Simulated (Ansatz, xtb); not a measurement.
Relaxing a trial structure of CH3AlCl+

The starting geometry of this gas-phase singlet has its atoms placed at random.

```xyz
6

C     0.0568    0.3509    1.1022
Al   -0.4937    2.0736    0.0892
Cl    0.3624    0.2594   -1.6052
H     1.3635    1.4346   -0.5934
H    -1.1073    0.5057   -1.6372
H     1.3020    0.4708   -0.9728
```

Q: One run relaxed it with r2SCAN-D4/def2-SVP. What is a likely outcome?

A: It ends as a structure with Cl3 bridging Al2 and C1, given below by its coordinates. Contacts that open: Cl3–H5 (1.49 → 3.52 Å), Cl3–H6 (1.15 → 2.49 Å). Contacts that close: C1–Cl3 (2.73 → 1.96 Å), C1–H4 (2.40 → 1.10 Å), C1–H6 (2.42 → 1.10 Å), Al2–Cl3 (2.63 → 2.26 Å), Al2–H5 (2.41 → 1.55 Å).

The energy falls by 14.31 eV over 23 steps:

| step | E − E(last) (eV) |
| --- | --- |
| 1 | 14.315 |
| 3 | 10.989 |
| 6 | 7.779 |
| 8 | 5.826 |
| 11 | 2.991 |
| 13 | 1.366 |
| 16 | 0.348 |
| 18 | 0.010 |
| 21 | 0.000 |
| 23 | 0.000 |

Final geometry (Å):

```xyz
6

C     0.9479    0.8118   -0.1588
Al   -0.8364    1.1775   -0.7585
Cl    0.6966    0.0074   -1.9275
H     1.7812    1.5198   -0.2717
H    -2.3066    1.5999   -1.0130
H     1.2010   -0.0214    0.5123
```

From the same start GFN2-xTB ends elsewhere, differing in C1–Cl3 (4.00 against 1.96 Å here), Al2–H5 (3.41 against 1.55 Å here), Cl3–H5 (1.29 against 3.52 Å here).

From so rough a start the end depends on the optimiser's path, so another program may land elsewhere. The end wasn't checked by frequencies. Run with Ansatz 0.2.0, 24 s on 1 thread of Intel(R) Xeon(R) 6975P-C (Granite Rapids), on a shared host.
